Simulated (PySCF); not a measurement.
## Gas-phase thermal properties of BH2

Computed with PySCF (xtb for GFN2) and rigid-rotor harmonic-oscillator thermochemistry at 1 bar. The comparison is the NASA 1993 polynomial table, which mixes measured and estimated data. S°(298 K) at PBE0/def2-TZVP differs from the NASA 1993 table for BH2 (+14 J/mol/K); whether the harmonic model or the table's entry is off was not settled. 6-31G* has spherical d functions here. Open shells (unrestricted): BH2 (multiplicity 2). GFN2 has no spin-polarisation term. B3LYP is the form with VWN-RPA correlation. The harmonic model lacks anharmonicity and excited electronic states, which grow with temperature; levels with a mode under 35 cm⁻¹ are left out. The table's entry may be an old estimate for BH2 (not checked at source).

```
level           point group  σ  ZPE (kJ/mol)  S°298 (J/mol/K)  Cp298 (J/mol/K)  S°1000 (J/mol/K)  H1000 − H298 (kJ/mol)
--------------  -----------  -  ------------  ---------------  ---------------  ----------------  ---------------------
table                     -  -             -            180.2             34.1             230.5                   30.2
B3LYP/6-31G*            C2v  2          38.3            194.1             34.7             241.6                   28.3
GFN2-xTB                C2v  2          37.9            193.7             35.5             241.8                   28.7
HF/6-31G*               C2v  2          40.2            194.0             34.3             240.7                   27.8
PBE/def2-SVP            C2v  2          36.7            194.6             35.1             242.7                   28.7
PBE0/def2-TZVP          C2v  2          37.8            194.0             34.9             241.7                   28.4
```
σ: rotational symmetry number. Electronic degeneracy used: 2. Frequencies are unscaled.
